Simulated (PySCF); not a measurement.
## State search for SH

Unrestricted PBE0; basis H def2-TZVP, S def2-TZVP; no relativity; PySCF 2.14. Outer shells of the fragments: H 1s1; S 3s2 3p4.

Followed along the bond (rough minima from three points):

| 2Ms+1 | unpaired | ⟨S²⟩ at the start | R at minimum (Å) | Te (eV) |
| --- | --- | --- | --- | --- |
| 2 | π ↑ | 0.76 | 1.35 | 0.00 |
| 4 | σ ↑, π ↑↑ | 3.75 | none in the scan | ≤ 5.18 |

Solutions found at the starting distance of 1.305 Å, counted from the lowest of them; the search is not exhaustive and high or unbound solutions are not listed, so other states can lie among these:

```json
{"2Ms+1": "2", "unpaired": "π ↑", "term": "²Π", "E (eV)": "0.00", "⟨S²⟩": "0.76", "⟨Lz²⟩": "1.01", "μ (D)": "-0.90"}
{"2Ms+1": "2", "unpaired": "σ ↑", "term": "²Σ⁺", "E (eV)": "3.99", "⟨S²⟩": "0.76", "⟨Lz²⟩": "0.00", "μ (D)": "-1.21"}
{"2Ms+1": "4", "unpaired": "σ ↑, π ↑↑", "term": "⁴Σ⁻", "E (eV)": "5.82", "⟨S²⟩": "3.75", "⟨Lz²⟩": "0.00", "μ (D)": "1.12"}
{"2Ms+1": "4", "unpaired": "σ ↑↑, π ↑", "term": "⁴Π", "E (eV)": "8.81", "⟨S²⟩": "3.76", "⟨Lz²⟩": "1.02", "μ (D)": "0.62"}
```

A term symbol is given only where ⟨S²⟩ and ⟨Lz²⟩ are close to those of a pure state; real π, δ and φ orbitals otherwise mix terms. A positive dipole means H(−)S(+).

Counting both spins, an empty level lies below a filled one in some of these solutions, because spin and occupation are held.
